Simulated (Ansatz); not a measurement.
System: cubic perovskite BaTiO₃ (cubic high-temperature phase). Method: PBE in Ansatz (PAW).

Settings: plane-wave cutoff 520 eV, 8×8×8 k mesh, Fermi–Dirac smearing 0.01 eV, no spin polarisation, scalar-relativistic PAW data made under PBE.

Pressure at four volumes; x = ln(V/12.986 Å³). One pressure is withheld.

```csv
V (Å³/atom),x,P (GPa)
12.207,-0.0619,11.58
12.986,0.0000,0.00
13.506,0.0393,-5.84
13.766,0.0583,?
```

Q: Pass a parabola P(x) through the three rows shown, estimate the bulk modulus and its pressure derivative near zero pressure, and predict the withheld pressure.

A: Slopes between the rows: (0.00 − (11.58))/(0.0000 − (-0.0619)) = -187.08 and (-5.84 − (0.00))/(0.0393 − (0.0000)) = -148.60 GPa. Their difference over the span 0.1012 is c = 38.48/0.1012 = 380.2 GPa, so P(x) = 11.58 + (-187.08)(x − (-0.0619)) + 380.2 (x − (-0.0619))(x − (0.0000)). At the middle row B = −dP/dx = −[-187.08 + 380.2 × 0.0619] = 163.5 GPa, and B′ = dB/dP = 2c/B = 4.7. At x = 0.0583 the parabola gives -8.24 GPa; the run gives -8.32 GPa. The Birch–Murnaghan fit to the energies at all volumes has B0 = 163 GPa and B′ = 4.5.

Measured, for comparison: bulk modulus 162 GPa (temperature not stated, no zero-point or thermal correction, sources range from 162 to 173; as tabulated in Matsushita et al. (2011), arXiv:1104.2769). Computed less measured: bulk modulus +0.6 % (inside the range of the sources held). A static lattice is as a rule a little smaller and stiffer than an uncorrected measurement, which can account for part of this in the bulk modulus.

Note: the relaxation could not lower the start's symmetry, so the cell can be a saddle point above a distorted one.

Spin–orbit coupling is not included.

Ansatz is a program for electronic structure.
